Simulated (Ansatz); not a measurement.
A calculation on rock-salt LiF returned lattice constant a 3.981 Å, bulk modulus 78.6 GPa, cohesive energy 4.43 eV/atom.

For reference: lattice constant a 3.972 Å (measured, static lattice: zero-point anharmonic expansion removed, our sources range from 3.964 to 3.974; as tabulated in Mejia-Rodriguez and Trickey (2018), arXiv:1807.09216); bulk modulus 76.3 GPa (measured, 0 K value with the zero-point phonon effect removed; as tabulated in Mejia-Rodriguez and Trickey (2018), arXiv:1807.09216); cohesive energy 4.46 eV/atom (measured, static lattice: zero-point vibration energy added; as tabulated in Mejia-Rodriguez and Trickey (2018), arXiv:1807.09216).

Problem. Which level of theory produced these numbers?
(A) rVV10 (Ansatz, a first-principles code)
(B) B3LYP (VWN-RPA form) (Ansatz)
(C) PBE0 (Ansatz)
(D) r²SCAN-D4 (Ansatz)

Solution. D, r²SCAN-D4 (Ansatz)

The others give: B3LYP (VWN-RPA form) 4.024 Å, 73.5 GPa, 4.30 eV/atom; PBE0 4.009 Å, 73.9 GPa, 4.23 eV/atom; rVV10 4.031 Å, 73.8 GPa, 4.46 eV/atom.

Unless a cell is named, each level is at its own relaxed cell (B3LYP (VWN-RPA form) 8.14, PBE0 8.05, r²SCAN-D4 7.88, rVV10 8.19 Å³/atom).

Ansatz's density-functional and Hartree–Fock values are scalar-relativistic unless marked +SOC, with PAW data made under PBE.
